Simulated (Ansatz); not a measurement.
Mulliken charges of C₃H₄O, SMILES `OC1=CC1` from r2SCAN/def2-TZVPP in Ansatz (PBE0-D4/def2-TZVP geometry).

```csv
atom,x (Å),y (Å),z (Å),charge (e)
O1,-0.856,1.423,-0.798,-0.290
C2,-0.179,0.530,-0.086,0.204
C3,0.532,0.265,0.951,-0.228
C4,0.239,-0.883,-0.014,-0.144
H5,-1.220,0.986,-1.573,0.224
H6,1.029,0.529,1.866,0.140
H7,1.032,-1.253,-0.670,0.047
H8,-0.484,-1.654,0.268,0.047
```

Problem. By hand: the dipole of these point charges (1 e Å = 4.8032 D).

Solution. Σ q r = (-0.047, -0.080, -0.111) e Å, of length 0.145 e Å = 0.70 D.

Problem. How does the dipole of the full density compare? (Best estimate.)

Solution. Ansatz gave: (-0.114, -0.107, -0.230) e Å, 1.34 D; the point charges give 0.52 times that, at 11° from its direction.

Point charges leave out the atoms' own dipoles, such as those of lone pairs, and Mulliken's split depends on the basis, so the two needn't agree.
